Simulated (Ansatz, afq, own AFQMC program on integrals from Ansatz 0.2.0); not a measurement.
CH2⁻, doublet in aug-cc-pVDZ, levels against CCSDT(Q)

```xyz
3

C     0.0000   -0.1029    0.0000
H     0.0000    0.6132   -0.8679
H     0.0000    0.6132    0.8679
```

Basis aug-cc-pVDZ. Only valence electrons are correlated. AFQMC by an in-house program on the Cholesky factors that Ansatz 0.2.0 writes for its CCSD(T) run. The CISD trial takes its coefficients from CCSD amplitudes. Released means that phaseless walkers are propagated on without the constraint, phases kept. Uncertainties: one standard error, sampling alone.

Determinant: UHF, the one that the program's search chose, which needn't be the lowest solution. The geometry is a point of a scan.

No full CI on the walks' own integrals is used here; CCSDT(Q) serves as the reference and is uncertain by about the last step of the cluster series.

* T1 diagnostic: 0.0205
* weight of the determinant in the CISD state: 0.911
* ⟨S²⟩ of the determinant: 0.768
* size of the correlated space: 7 electrons in 40 orbitals

Reference: CCSDT(Q), correlation energy -4.729 eV. The released energy is read at 2.40 1/Eh (meV from the phaseless value at times in 1/Eh: -13 ± 12 at 0.24, -20 ± 11 at 0.51, -36 ± 9 at 0.99, -37 ± 14 at 1.62, -23 ± 13 at 2.40).

```json
{"level": "HF", "E − E(reference) (kJ/mol)": "456.3", "share of correlation (%)": "0.00"}
{"level": "MP2", "E − E(reference) (kJ/mol)": "72.2", "share of correlation (%)": "84.18"}
{"level": "CCSD", "E − E(reference) (kJ/mol)": "18.4", "share of correlation (%)": "95.98"}
{"level": "CCSD(T)", "E − E(reference) (kJ/mol)": "3.1", "share of correlation (%)": "99.32"}
{"level": "CCSDT", "E − E(reference) (kJ/mol)": "1.0", "share of correlation (%)": "99.79"}
{"level": "ph-AFQMC/HF", "E − E(reference) (kJ/mol)": "-3.8 ± 5.1", "share of correlation (%)": "100.84"}
{"level": "ph-AFQMC/CISD", "E − E(reference) (kJ/mol)": "1.6 ± 0.8", "share of correlation (%)": "99.65"}
{"level": "released AFQMC", "E − E(reference) (kJ/mol)": "-0.6 ± 1.3", "share of correlation (%)": "100.14"}
```

A walk keeps the symmetry of its determinant, which the program's search chose and which needn't be the lowest solution, so a lower state of the same spin and another symmetry isn't excluded. Released energies are given only where the last usable release times agree within the noise; a slower fall can still hide under it.
